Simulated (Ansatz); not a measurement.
Geometry optimisation, RKS PBE0-D4/def2-SVP (Ansatz).

Input file:

```yaml
crystal:
  periodic: [false, false, false]
  atoms:
    - { symbol: B, position_ang: [0.0, 0.0, 0.0] }
    - { symbol: H, position_ang: [0.0, 0.0, 1.19] }
    - { symbol: F, position_ang: [1.1431, 0.0, -0.66] }
    - { symbol: C, position_ang: [-1.3856, 0.0, -0.8] }
    - { symbol: H, position_ang: [-1.9458, -0.9305, -0.5708] }
    - { symbol: H, position_ang: [-1.9898, 0.8797, -0.4946] }
    - { symbol: H, position_ang: [-1.1839, 0.0508, -1.8903] }
basis:
  gaussian: { orbitals: def2-SVP }
hamiltonian:
  xc: pbe0
  dispersion: d4
relax:
  f_tol: 0.02
  max_steps: 40
output:
  orbitals: {}
```

Run as:

```bash
$ ansatz run input.yaml --threads 1 --pin off --max-ram 2048MiB --backend cpu --events-out ev --progress --plain --runs-dir out
```

Task: Where does it end, and by what steps?

Result: The run converged. After 4 steps the energy has fallen by 0.057 eV; H7 moved furthest, 0.04 Å.

| step | energy less start (eV) | largest force component (eV/Å) | accepted |
| --- | --- | --- | --- |
| 0 | 0.0000 | 1.315 | yes |
| 1 | -0.0492 | 0.616 | yes |
| 2 | -0.0567 | 0.117 | yes |
| 3 | -0.0562 | 0.178 | no |
| 4 | -0.0573 | 0.007 | yes |

```xyz
7
Properties=species:S:1:pos:R:3
B -0.025 0.001 -0.011
H 0.018 -0.009 1.202
F 1.145 0.004 -0.634
C -1.357 0.005 -0.818
H -1.938 -0.899 -0.561
H -1.984 0.854 -0.497
H -1.220 0.045 -1.908
```

Whether the end is a true minimum wasn't checked by a vibrational analysis.

Run time: 8.9 s on 1 thread of Arm Neoverse V1 (shared host), peak memory 0.13 GiB.
